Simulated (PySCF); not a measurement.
Isomers of C3H5P, mass 72.013 u with the commonest isotopes. Method: B3LYP/def2-SVPD in PySCF (dipole) on a GFN2-xTB geometry, gas phase. One conformer each, none proved a minimum here; rigid rotors.

Problem. Order these by rotational constant C, smallest first.
A. `CC1=CP1`
B. `CCC#P`
C. `[CH2:1]=[CH:2][P:3]=[CH2:4]` with C1–C2–P3–C4 180°

Solution. B (2569 MHz), C (3132 MHz), A (3535 MHz).

Problem. Order these by rotational constant B, smallest first.
A. `CCC#P`
B. `[CH2:1]=[CH:2][P:3]=[CH2:4]` with C1–C2–P3–C4 180°
C. `C1=C(P1)C`

Solution. A (2765 MHz), B (3677 MHz), C (4365 MHz).

Problem. Order these by radius of gyration √(Σ m r²/M), largest first.
A. `CC1=CP1`
B. `CCC#P`
C. `[CH2:1]=[CH:2][P:3]=[CH2:4]` with C1–C2–P3–C4 180°

Solution. B (1.666 Å), C (1.497 Å), A (1.426 Å).

| SMILES | point group | Ia (u·Å²) | Ib (u·Å²) | Ic (u·Å²) | κ | μa (D) | μb (D) | μc (D) |
| --- | --- | --- | --- | --- | --- | --- | --- | --- |
| CCC#P | Cs | 20.23 | 182.81 | 196.74 | -0.98 | 1.58 | 0.31 | 0.00 |
| C=CP=C | Cs | 23.87 | 137.46 | 161.34 | -0.94 | 0.53 | 0.96 | 0.00 |
| CC1=CP1 | – | 34.14 | 115.77 | 142.97 | -0.85 | 1.74 | 0.55 | 0.39 |
